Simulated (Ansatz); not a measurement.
## C₂H₃N, singlet: CASSCF and its corrections

Calculated in Ansatz's Gaussian-basis code; NEVPT3, NEVPT4(SD), MRCISD by development code. Basis cc-pVTZ, nonrelativistic, 3 orbitals frozen in the corrections. State-specific CASSCF; RHF is the lowest restricted (open-shell) Hartree–Fock solution met. Single-reference values can break down or jump between states where bonds are stretched. No symmetry is imposed, so a solution can break that of the shape. The lowest solution met needn't be the lowest there is, nor hold the orbitals that a chemist would pick.

Geometry:

```xyz
6

N     0.0000    0.0000    0.8687
C     0.0000    0.6420   -0.5102
C     0.0000   -0.6420   -0.5102
H     0.0000    0.0000    1.8993
H     0.0000    1.6267   -0.9292
H     0.0000   -1.6267   -0.9292
```

Q: What do CASSCF and its corrections give against RHF in CAS(4,3), and what are the occupations?

A: CASSCF -0.889 eV, SC-NEVPT2 -14.373 eV, FIC-NEVPT2 -14.377 eV, NEVPT3 -14.827 eV, NEVPT4(SD) -15.284 eV, MRCISD -13.411 eV; occupations 2.00, 1.89, 0.11. The MRCI reference weight is 0.883.

Q: How do single-reference totals in the same basis and frozen core stand against SC-NEVPT2 in CAS(4,3)?

A: CCSD(T) -1.173 eV. Coupled cluster stands on the determinant that it favours, which can lie over the RHF solution above, and is in doubt where the occupations are far from 0, 1 and 2.

Q: Roughly how much CPU time does a whole run from the default start take (median of such runs, summed over threads; nearly all runs on one pinned thread of a shared server, mostly Xeon at 2.3 to 2.6 GHz, by a development driver)?

A: CAS(4,3): about 4.4 s. Other jobs ran beside these, and the count of passes differs.
